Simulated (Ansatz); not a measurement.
Solid chlorine: band gap by level of theory

No measured value is used here.

```csv
level (code),value (eV),cell (Å³/atom)
LDA (Ansatz),2.31 (direct),29.31
PBE (Ansatz),2.48 (direct),29.31
PBE-D4 (Ansatz),2.19,27.02
r²SCAN (Ansatz),2.86 (direct),29.31
B3LYP (VWN-RPA form) (Ansatz),4.39 (direct),29.31
G0W0@PBEsol+SOC (Ansatz),5.14,29.31
```

Computed values are for a static lattice.  PBE-D4: the gap is read on the k mesh or supercell of the run alone and can be too large. G0W0@PBEsol+SOC: spin–orbit coupling enters as the shift of the gap found with a semilocal functional. G0W0@PBEsol+SOC: a quasiparticle level at a band edge is in doubt. Values are at the measured cell (atoms relaxed with PBEsol); PBE-D4 at the level's own equilibrium cell. Cutoffs and k meshes differ between the levels. Ansatz's density-functional and Hartree–Fock values are scalar-relativistic unless marked +SOC, with PAW data made under PBE.

Ansatz is a program for electronic structure.
